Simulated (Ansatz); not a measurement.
Basis-set extrapolation for CH6BN (PBE0-D4/def2-TZVP geometry, frozen core, Ansatz). Multiplicity 1, RHF reference.

```
                      def2-TZVPP   def2-QZVPP
                 HF  -120.493869  -120.499871
    MP2 correlation    -0.500603    -0.533136
CCSD(T) correlation    -0.558033      not run
```

Energies in hartree. Use E(X) = E(∞) + A·exp(−7.88·√X) for Hartree–Fock and E(X) = E(∞) + B·X^(−2.97) for correlation, with X = 3 and 4, and add CCSD(T) minus MP2 of the smaller set to the MP2 limit.

Question: What is the CCSD(T) energy at the basis-set limit?

Answer: HF limit: -120.499871 + (-0.006002) × 0.13774 = -120.50070. MP2 limit: -0.533136 + (-0.032533) × 0.74074 = -0.55723. Higher-order term: -0.558033 − (-0.500603) = -0.05743. Total: -121.11536 hartree, 166.6 kJ/mol below CCSD(T)/def2-TZVPP.
